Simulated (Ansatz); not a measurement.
We consider rutile SnO2, described by revPBE in Ansatz (plane waves, PAW).

Settings: plane-wave cutoff 520 eV, 8×8×10 k mesh (along the axes of the cell as run), Fermi–Dirac smearing 0.01 eV, scalar-relativistic PAW data made under PBE.

Properties against volume:

Shape and atoms are relaxed at each volume.

| V (Å³/atom) | P (GPa) | direct gap at Γ (eV) | c (Å) | a (Å) |
|---|---|---|---|---|
| 12.285 | 7.15 | 0.970 | 3.226 | 4.780 |
| 12.541 | 3.34 | 0.770 | 3.237 | 4.821 |
| 12.797 | 0.00 | 0.587 | 3.248 | 4.862 |
| 13.053 | -2.90 | 0.423 | 3.256 | 4.904 |
| 13.309 | -5.40 | 0.278 | 3.264 | 4.947 |

A straight line through the gaps at Γ against ln V gives a volume deformation potential dE_g(Γ)/d ln V of -8.7 eV: the gap at Γ widens under compression.

Measured, for comparison: band gap 3.81 eV (zero-point renormalisation of 215 meV (computed, non-adiabatic AHC, without the lattice-expansion part) added back here to the 1.8 K gap of; inputs from Miglio et al. (2020), arXiv:2011.12765).

Note: the bulk modulus comes from volumes at which shape and atoms were relaxed.

Spin–orbit coupling is not included.

Ansatz is a first-principles code.
